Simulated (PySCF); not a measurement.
**Vibration and rotation of NaSi**

UHF-CCSD(T) constants of NaSi, ⁴Σ⁻ (quartet), unpaired electrons σ ↑, π ↑↑ (PySCF, no relativity, basis sets Na 6-31G(d,p), Si 6-31G(d,p); masses 22.9898 and 27.9769 u):

| Property | Result |
| --- | --- |
| ωe | 275.1 cm⁻¹ |
| ωexe | 1.4 cm⁻¹ |
| Be | 0.18264 cm⁻¹ |
| αe | 0.00124 cm⁻¹ |
| De to Na + Si | 1.27 eV |

Q: What force constant and bond length do these constants imply?

A: Reduced mass μred = 12.620 u; k = 5.8918×10⁻⁷·μred·ωe² (u, cm⁻¹, mdyn/Å) = 0.563 mdyn/Å; Re = √(16.8576/(μred·Be)) (u, cm⁻¹, Å) = 2.704 Å.

Q: Estimate the centrifugal constant D from the Kratzer relation and find the Dunham coefficient a1.

A: D = 4Be³/ωe² = 3.22e-07 cm⁻¹; a1 = −1 − αeωe/(6Be²) = -2.70.

Correlated steps freeze 6 core orbitals. Correlated levels converge slowly with the basis: in double zeta they bind strong bonds too weakly, by up to about 1 eV, and carry superposition errors of some tenths. The state was picked by a PBE0 search and need not be the measured ground state.
